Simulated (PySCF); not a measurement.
Isomers of [C5H10P]+.

All values: CAM-B3LYP/def2-SVPD (PySCF) at GFN2-xTB geometries, gas phase, one conformer each. Core orbitals are frozen in the response; Δα² is half the sum of the squared differences of the principal polarisabilities.

Problem. Rank by polarisability anisotropy Δα, lowest first.
A. `[CH:1]#[C:2][PH2+:3][CH:4]([CH3:5])[CH3:6]` (charge +1) with C2–P3–C4–C5 -60°
B. `C1=CCC[P@@H+]1C`
C. `[CH:1]#[C:2][CH2:3][PH+:4]([CH3:5])[CH3:6]` (charge +1) with C2–C3–P4–C5 59°

Solution. C (2.59 Å³), B (4.19 Å³), A (5.48 Å³).

Problem. Rank by HOMO–LUMO gap, lowest first.
A. `C[P@@H+]1C=CCC1`
B. `[CH3:1][CH2:2][P@H+:3]1[CH:4]=[C:5]1[CH3:6]` (charge +1) with C1–C2–P3–C4 127°
C. `[CH:1]#[C:2][CH2:3][PH+:4]([CH3:5])[CH3:6]` (charge +1) with C2–C3–P4–C5 59°

Solution. A (9.83 eV), B (10.22 eV), C (10.39 eV).

Problem. Rank by HOMO energy, lowest first.
A. `[CH:1]#[C:2][CH2:3][PH+:4]([CH3:5])[CH3:6]` (charge +1) with C2–C3–P4–C5 59°
B. `[CH:1]#[C:2][PH2+:3][CH:4]([CH3:5])[CH3:6]` (charge +1) with C2–P3–C4–C5 -60°
C. `[CH3:1][CH2:2][P@H+:3]1[CH:4]=[C:5]1[CH3:6]` (charge +1) with C1–C2–P3–C4 127°
D. `C[P@@H+]1C=CCC1`

Solution. B (-14.85 eV), C (-14.62 eV), D (-13.98 eV), A (-13.65 eV).

All values together:

| SMILES | HOMO (eV) | LUMO (eV) | α (Å³) | Δα (Å³) |
| --- | --- | --- | --- | --- |
| CC[P@H+]1C=C1C | -14.62 | -4.41 | 11.31 | 5.38 |
| C#C[PH2+]C(C)C | -14.85 | -4.48 | 11.18 | 5.48 |
| C[P@@H+]1C=CCC1 | -13.98 | -4.15 | 10.66 | 4.19 |
| C#CC[PH+](C)C | -13.65 | -3.26 | 10.90 | 2.59 |

Conformers: `[CH3:1][CH2:2][P@H+:3]1[CH:4]=[C:5]1[CH3:6]` (charge +1) with C1–C2–P3–C4 127°; `[CH:1]#[C:2][PH2+:3][CH:4]([CH3:5])[CH3:6]` (charge +1) with C2–P3–C4–C5 -60°; `[CH:1]#[C:2][CH2:3][PH+:4]([CH3:5])[CH3:6]` (charge +1) with C2–C3–P4–C5 59°.
